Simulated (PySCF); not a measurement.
Metal–ligand bonds in Zn(Cl)1–Y. All species are isolated molecules in the gas phase. One relaxed conformer stands for each flexible species; it need not be the lowest. Multiplicities are imposed; where one is given, others were not computed. Strings in code marks are SMILES.

All values below come from r2SCAN-D4/def2-TZVP // r2SCAN-D4/def2-SVP run with PySCF. All candidates: neutral, multiplicity 2. 

```
Property                          Value
-----------------------------  --------
highest occupied spin orbital  -6.40 eV
dipole moment                    0.91 D
```

**Question.** Identify which member has these values.
A. `C[O]`
B. `C[N]C`
C. `[NH2]`
D. `[SH]`

**Answer.** D, `[SH]`. The others give `C[N]C`: -5.98 eV, 1.71 D; `C[O]`: -6.35 eV, 2.02 D; `[NH2]`: -7.49 eV, 1.96 D
